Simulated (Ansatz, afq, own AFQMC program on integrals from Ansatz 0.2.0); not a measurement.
# BSiH$_{3}$, singlet → BSiH3, triplet

```xyz
5

Si    0.0000    0.0000    0.5052
B     0.0000    0.0000   -1.3160
H     0.0000    1.2660    1.2662
H     0.0000   -1.2660    1.2662
H     0.0000    0.0000   -2.4954
```

Connectivity, by distances: SiH2–BH.

E(triplet, charge +0) − E(singlet, charge +0) at this geometry, on RHF and UHF determinants.

Basis aug-cc-pVDZ. Only valence electrons are correlated. Ansatz 0.2.0 and our own AFQMC program on the same integrals; the CISD trial comes from CCSD amplitudes, and released means the phaseless constraint is let go. Error bars are statistical, one sigma. The errors of all members are added in quadrature.

No full CI on the walks' own integrals is used here; CCSDT(Q) serves as the reference and is uncertain by about the last step of the cluster series. Each member takes its own surest rung, up to full CI.

The best estimate is CCSD(T) at the basis-set limit (CBS: def2-TZVPP and def2-QZVPP, with their diffuse functions for anions and beside diffuse sets, CCSD(T) itself extrapolated) plus the step from CCSD(T) to CCSDT(Q) in aug-cc-pVDZ. Rows without CBS are in aug-cc-pVDZ, the functionals in def2-TZVP; B2PLYP and the wave-function rows carry a basis error of their own. Core correlation and relativity beyond core potentials are missing, and ± holds the sampling alone.

Cautions: BSiH₃ (singlet): restricted determinant unstable towards unrestricted (UHF 27 meV lower, ⟨S²⟩ 0.27), its ph-AFQMC/CISD value lies 22 ± 5 meV above CCSDT(Q); BSiH₃ (triplet): another spin lies lower, the released energies move by 1.5 errors or more from one time to the next, so no released level is given (meV from the phaseless value at times in 1/Eh: -6 ± 4 at 0.24, -7 ± 4 at 0.51, -7 ± 3 at 0.99, -2 ± 4 at 1.62, -9 ± 4 at 2.40), though the last usable value meets CCSDT(Q) within the noise; core correlation is missing, and it shifts such a gap most where an s electron is promoted.

Best estimate: 76.4 kJ/mol.

```tsv
level	vertical spin gap (kJ/mol)	error against the best estimate (kJ/mol)
HF	7.0	-69.4
MP2	66.0	-10.4
CCSD	69.7	-6.7
CCSD(T)	76.7	0.3
CCSDT	77.1	0.7
CCSDT(Q)	77.8	1.4
ph-AFQMC/CISD	76.1 ± 0.6	-0.3 ± 0.6
HF/CBS	2.5	-73.9
MP2/CBS	67.7	-8.7
CCSD(T)/CBS	75.3	-1.1
PBE	55.6	-20.8
PBE0	46.4	-30.0
B3LYP	62.2	-14.2
wB97M-V	64.2	-12.2
B2PLYP	65.7	-10.8
```

Correlation beyond CCSD(T) adds 1.1 kJ/mol. Going to the basis-set limit takes off 1.4 kJ/mol at CCSD(T). The perturbative (T) step is worth +7.1 kJ/mol.

Best estimates are given only where the step beyond CCSD(T) is under 0.3 eV and no member's determinant is very poor (T1 over 0.05, or 0.07 for open shells, ⟨S²⟩ too high by 0.3, two states mixed), so the hardest cases are missing from such tables.

The functionals ran in a triple-zeta set and keep a basis error of their own, a few kJ/mol for each bond in atomization energies and more for double hybrids, so close places among them and the extrapolated levels can swap.

CCSDT and higher add their correlation energy to the determinant of the CCSD(T) run, since their own runs factorise the integrals more tightly (a shift of under 2 meV). Each member of a difference takes its own highest rung, so a best estimate needn't equal the limit plus the step of one row. A walk keeps the symmetry of its determinant, which the program's search chose and which needn't be the lowest solution, so a lower state of the same spin and another symmetry isn't excluded.
